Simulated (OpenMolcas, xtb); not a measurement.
## AlSiNH8 (SMILES [AlH3-][NH2+][SiH3]): the HOMO–LUMO gap, rung by rung

AlSiNH8: 11 atoms, total charge 0, spin state singlet. SMILES: `[AlH3-][NH2+][SiH3]`. The shape is that of a PBE0-D4/def2-TZVP optimisation.

Quantity: the HOMO–LUMO gap, in eV. The values are calculated.

```
          level             kind     program  value (eV)   CPU time
       GFN0-xTB   semi-empirical         xtb        6.20  under 2 s
    HF/def2-SVP     Hartree–Fock  OpenMolcas       13.40      7.7 s
 SVWN5/def2-SVP              LDA  OpenMolcas        4.75       28 s
   PBE/def2-SVP              GGA  OpenMolcas        4.96       40 s
 M06-L/def2-SVP         meta-GGA  OpenMolcas        5.94       48 s
M06-2X/def2-SVP  hybrid meta-GGA  OpenMolcas        9.00       47 s
B2PLYP/def2-SVP    double hybrid  OpenMolcas        9.42       22 s
```

The values span 4.75 to 13.40 eV. Orbital gaps aren't excitation energies, and those of double hybrids come from the SCF part alone; they tend to grow with the share of exact exchange. Times are those of the runs behind each value, whatever else they computed, on shared processors of several kinds: orders of magnitude only.
